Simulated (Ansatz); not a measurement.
# AlBO: the cost of one run

The runs use Ansatz 0.2.0, Gaussian basis; def2-QZVPP, core rule «outside noble gas», up to 7 orbitals frozen.

To be run: UHF; ROHF; CCSD(T) on UHF.

2 further runs of the same task are left out: 2 set aside as unsound or not needed.

**1. What is computed**

The geometry is a PBE0/def2-TZVP stationary point (not a proven minimum) of the parent state, kept for this charge and spin.

3 atoms, charge 0, spin multiplicity 3.

Atoms are counted from 1 here; the program's logs count them from 0.

Bond lengths: Al1–B2 2.246 Å, B2–O3 1.207 Å. Angles: Al1–B2–O3 180.0°.

**2. UHF**

in.yaml reads:

```yaml
crystal:
  periodic: [false, false, false]
  atoms:
    - {symbol: Al, position_ang: [0.000000, 0.000000, 1.899900]}
    - {symbol: B, position_ang: [0.000000, 0.000000, -0.346500]}
    - {symbol: O, position_ang: [0.000000, 0.000000, -1.553400]}
basis:
  gaussian: {orbitals: "def2-QZVPP.json"}
magnetization: {spin_polarized: true, initial_magnetization: 2}
hamiltonian: {xc: hf}
output: {orbitals: {seedname: orbitals}}
```

Run with:

```console
$ ansatz run in.yaml --threads 1 --pin off --events-out ev --progress --plain --max-ram 2393MiB
```

What time and memory should one allow on 1 thread of Arm Neoverse V1, shared host?

About 19 s, with a peak of 0.4 GiB.
